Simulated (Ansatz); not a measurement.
# 1T (CdI2-type) CdI2

These are HSE06-D3(BJ) (plane waves, PAW; Ansatz, an electronic-structure program) values and carry that method's errors.

Cell: relaxed at this level.

| Property | Value |
|---|---|
| interlayer binding energy | 21.3 meV/Å² |
| layer repeat distance | 6.695 Å |
| gap between the layers | 3.272 Å |

Spin–orbit coupling is not included.

It cost roughly 40 core-minutes of CPU time.
